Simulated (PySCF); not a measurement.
**Computed properties of C4H4N2, SMILES c1nccnc1**

pyrazine (C4H4N2), SMILES c1cnccn1. Geometry: PBE0-D3(BJ)/def2-SVP. Other conformers were not sampled. All values are computed for the isolated molecule unless a solvent is named; none is compared with measurement here.

**Structure.** The optimised structure has D2h symmetry. All 24 harmonic modes at PBE0-D3(BJ)/def2-SVP (PySCF) are real, so it is a minimum. With heavy atoms numbered as in [cH:1]1[cH:2][n:3][cH:4][cH:5][n:6]1, the shortest bond between them is C2–N3 at 1.329 Å and the longest C4–C5 at 1.397 Å.

**Vibrations.** The strongest infrared lines (harmonic, unscaled, degenerate partners summed) lie at 3194 cm⁻¹ (51 km/mol, H 91 %, C 9 %), 1037 cm⁻¹ (41 km/mol, N 51 %, C 39 %, H 10 %), 1456 cm⁻¹ (37 km/mol, H 46 %, C 38 %, N 16 %). The softest mode is at 350 cm⁻¹ and the zero-point energy is 48.7 kcal/mol.

**Electronic structure.** B3LYP/def2-TZVP (PySCF) places the frontier levels at -7.07 and -1.75 eV, a gap of 5.32 eV, and gives a dipole moment of 0.00 D and a mean polarisability of 55.9 bohr³. PBE/def2-TZVP (PySCF) at the same geometry gives -5.76 and -2.51 eV, so its gap is 2.07 eV narrower. An orbital gap is neither the optical nor the fundamental gap.

**Excitations.** TDDFT-ωB97X/def2-SVPD (PySCF) has S1 at 4.23 eV (293 nm, f = 0.006, weak); the most intense of the 8 singlets computed lies at 8.01 eV (f = 0.43). T1 (TDA) is at 3.56 eV. TDDFT-PBE/def2-SVPD (PySCF) puts S1 at 3.50 eV. No vertical singlet excitation falls in the visible range (under 3.1 eV).

**NMR.** GIAO shifts at HF/pcSseg-1 (PySCF) (non-relativistic, atoms alike by connectivity averaged): ¹³C at 153.9 ppm against TMS; ¹H at 9.0 ppm against TMS.

**Solvation.** SMD-ωB97X/def2-SVP (PySCF) gives -6.0 kcal/mol in water, -4.3 kcal/mol in dimethylsulfoxide, -3.9 kcal/mol in toluene (1 M in both phases, gas-phase geometry); of these solvents water holds the molecule best.
